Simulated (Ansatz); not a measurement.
`C=CC(F)S` + H–F → `C=CC(F)F` + H₂S  (substitution at a C–S bond)

Gas-phase electronic energies from Ansatz, PBE0-D4/def2-TZVP geometries. CCSD(T)/CBS adds triple-zeta CCSD(T) − MP2 to the extrapolated MP2 energy (def2 sets, frozen cores). This one scheme is used for every species. Functionals use def2-TZVPP. One conformer a species, not always the lowest.

```json
{"species": "`C=CC(F)S`", "PBE energy (Eh)": "-615.00873"}
{"species": "H–F", "PBE energy (Eh)": "-100.39340"}
{"species": "`C=CC(F)F`", "PBE energy (Eh)": "-316.17356"}
{"species": "H₂S", "PBE energy (Eh)": "-399.22783"}
```

(1) Work out ΔE.

Largest T1 diagnostic among the species: 0.012.

Results:

(1) ΔE = (-316.17356) + (-399.22783) − (-615.00873) − (-100.39340) = 0.00074 Eh = +1.9 kJ/mol. CCSD(T)/CBS gives +10.7 kJ/mol.

In def2-TZVPP, CCSD(T) changes the Hartree–Fock value by +27.5 kJ/mol (the triples alone add +4.3 kJ/mol) and MP2 by +39.7 kJ/mol. The D4 term adds +8.9 kJ/mol with B3LYP and +4.8 kJ/mol with PBE0; it sums over pairs of atoms, weighted by their polarisabilities, and B3LYP, whose exchange is more repulsive, gets the larger term.

B3LYP here is the variant with VWN-RPA as its local correlation; programs differ in this.
